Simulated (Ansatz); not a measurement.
Ti, hcp: geometry optimisation

Computed with Ansatz, DFT, RPBE, plane waves (420 eV) with PAW, scalar-relativistic. (PAW data from PBE, frozen cores regenerated.)

k-point mesh 12×12×7, Fermi-Dirac smearing 0.05 eV, starting moments 1.00 ×2 μB. Cell and atoms relax.

Starting structure:

```
Ti
1.0
     2.95000    0.00000    0.00000
    -1.47500    2.55477    0.00000
     0.00000    0.00000    4.68600
Ti
2
Direct
  0.33333 0.66667 0.25000
  0.66667 0.33333 0.75000
```

Question: What cell does the relaxation end in?

Answer: P6_3/mmc with a = 2.968 Å, c = 4.695 Å (c/a = 1.582); 17.90 Å³ per atom against 17.66 at the start (1.4 %).

Question: How much energy does the relaxation gain?

Answer: 1.2 meV per atom.

Path of the relaxation (the plane waves are chosen anew near the end, which can shift the energy a little):

| step | E − E(final) (meV/atom) | V (Å³/atom) | P (GPa) | max force (eV/Å) |
| --- | --- | --- | --- | --- |
| 0 | 1.18 | 17.658 | 1.48 | 0.000 |
| 1 | 0.04 | 17.910 | -0.04 | 0.000 |
| 2 | 0.04 | 17.904 | 0.00 | 0.000 |
| 3 | 0.00 | 17.904 | -0.01 | 0.000 |

Question: Which magnetic state does it end in?

Answer: non-magnetic.
